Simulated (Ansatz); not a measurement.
`BN[SiH3]` → `[BH2]`• + `[NH][SiH3]`• at 600 K and 1 bar (homolysis of the B–N bond).

Gas-phase electronic energies from Ansatz, PBE0-D4/def2-TZVP geometries. CCSD(T)/CBS adds triple-zeta CCSD(T) − MP2 to the extrapolated MP2 energy (def2 sets, frozen cores). This one scheme is used for every species. Open shells (•) are unrestricted, without spin–orbit coupling.

```
      species  CCSD(T)/CBS energy (Eh)  H − E (kJ/mol)  S (J/(mol·K))
   `BN[SiH3]`               -372.22946           214.2          364.4
     `[BH2]`•                -25.87431            59.1          219.9
`[NH][SiH3]`•               -346.11483           131.4          328.4
```

H − E and S are ideal-gas, rigid-rotor, harmonic terms from PBE0-D4/def2-TZVP, with the whole ground term of open shells counted as degenerate. 1 Eh = 2625.50 kJ/mol, R = 8.31446 J/(mol·K).

By hand: ΔE, ΔH, ΔS and ΔG.

ΔE = (-25.87431) + (-346.11483) − (-372.22946) = 0.24032 Eh = 631.0 kJ/mol. Δ(H − E) = 59.1 + 131.4 − 214.2 = -23.7, so ΔH = 607.3 kJ/mol. ΔS = 219.9 + 328.4 − 364.4 = 183.9 J/(mol·K). ΔG = 607.3 − 600 × (183.9)/1000 = 497.0 kJ/mol.

By hand: the equilibrium constant, and the temperature at which ΔG would vanish if ΔH and ΔS stayed fixed.

log₁₀ K = −ΔG/(RT ln 10) = -43.3. ΔG = 0 at ΔH/ΔS = 3302 K, far beyond where these terms or the molecules hold.

The number of gas molecules changes by +1, which sets the sign of ΔS. A doubt of 5 kJ/mol in ΔE shifts log₁₀ K by 0.4 here. Modes under 60 cm⁻¹, often nearly free rotors, make the harmonic entropy too high. These are equilibria of isolated gas molecules and say nothing of rates. Largest T1 diagnostic: 0.015 (customary marks: 0.02 for closed shells, 0.045 for open ones).
